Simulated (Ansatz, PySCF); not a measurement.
Species: CN, charge 0, doublet. CN (SMILES [C]#N, doublet).
B3LYP-D3(BJ)/def2-TZVP minimum from Ansatz (a first-principles code):
```xyz
2

C      0.0000     0.0000    -0.6258
N      0.0000     0.0000     0.5364
```
Charge 0, spin multiplicity 2.

Property: enthalpy of formation at 298 K (by atomisation, with ideal-gas terms from PySCF's Hessian at B3LYP-D3(BJ)/def2-TZVP and the atoms' measured values of the G2/97 table; no spin-orbit terms), in kJ/mol. Radicals and triplets start from unrestricted determinants; spin-orbit coupling is neglected. CBS(X,Y): correlation extrapolated as X^-3, Hartree-Fock from the larger set (Q,5: extrapolated as (X+1)exp(-9√X)). A bracket is a step between two methods taken in the basis named. The functionals are non-relativistic, so their misses hold any scalar relativity. Double hybrids freeze cores in their MP2 part. 'core' is core correlation in cc-pwCVTZ, 'X2C' scalar relativity in cc-pVTZ-DK, both at CCSD(T). The UHF reference of CN ([C]#N, doublet) is spin-contaminated (<S^2> up to 0.37 over the pure value in the sets run).

Measured: 104.9 kcal/mol, 438.9 kJ/mol (G2/97 table in ASE (Curtiss et al.)); atomic spin-orbit terms, which the calculations lack, would raise the computed values.

Question: How far off this value is PBE/def2-TZVPD (Ansatz), in which direction, and how far these levels: r2SCAN/def2-TZVPD, PBE0/def2-TZVPD, B2PLYP/def2-TZVPD, CCSD(T)/CBS(cc-pVQZ,cc-pV5Z) + core + X2C?

Answer: PBE gives 373.2 kJ/mol, 65.7 kJ/mol below it. Errors of the others: r2SCAN/def2-TZVPD (Ansatz) 14.3; PBE0/def2-TZVPD (Ansatz) 12.0; B2PLYP/def2-TZVPD (Ansatz) 8.3; CCSD(T)/CBS(cc-pVQZ,cc-pV5Z) + core + X2C (Ansatz) 10.0; CCSD(T)/CBS(cc-pVQZ,cc-pV5Z) + [CCSDT(Q) - CCSD(T)]/cc-pVQZ + [CCSDTQ - CCSDT(Q)]/cc-pVDZ + core + X2C (Ansatz) 2.1 kJ/mol.
